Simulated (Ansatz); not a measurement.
**bcc Ta**

All values below come from r²SCAN (plane waves, PAW; Ansatz, an electronic-structure program).

Settings: plane-wave cutoff 600 eV, 16×16×16 k mesh, Fermi–Dirac smearing 0.1 eV, finite displacements, force constants from a 4×4×4 q mesh, scalar-relativistic PAW data made under PBE.

Cell: relaxed at this level.

- zero-point energy: 0.021 eV/atom

Spin–orbit coupling is not included.
